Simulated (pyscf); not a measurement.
Thermochemistry of product channels of silane (SiH₄) + O atom (O) [triplet] on the triplet surface, in kcal/mol, from CCSD(T)/def2-TZVPP + ΔMP2(QZVPP) energies (ideal gas, 1 atm, RRHO with modes under 100 cm⁻¹ raised to 100, one conformer, R ln 2 for rigid chiral ones). Structures and frequencies: ωB97X-D3(BJ)/def2-SVP in PySCF. Correlated levels are frozen-core, on RHF or UHF. ΔMP2 is the change of the MP2 total energy from the triple- to the quadruple-zeta basis.

```tsv
products	ΔE	ΔH(298 K)	ΔG(298 K)	ΔG(900 K)
silanone (O=SiH₂) + H atom (H•) + H atom (H•)	+22.3	+15.9	+8.2	-8.7
silylene (SiH₂) [triplet] + water (H₂O)	-39.9	-37.7	-41.1	-47.6
•O–SiH₃ + H atom (H•)	-10.1	-13.1	-14.0	-16.7
HO–SiH₂• + H atom (H•)	-38.4	-39.5	-41.0	-44.9
silyl (SiH₃•) + hydroxyl (OH•)	-9.4	-9.8	-12.6	-18.1
```

The channel to O=SiH₂ + H• + H• turns favourable between 298 and 1200 K (ΔG from +8.2 kcal/mol to -17.7 kcal/mol).

These are energies of the channels, which say nothing of barriers. SiH₂ [triplet] is an excited spin state, 21.9 kcal/mol over the singlet at ωB97X-D3(BJ). The CCSD(T) − MP2 part came from Ansatz, without density fitting, on the same reference. Left out: orbital degeneracy and the spin-orbit lowering of OH, O. The orbital near-degeneracy of the XH₃O or XH₃S radical is left out.
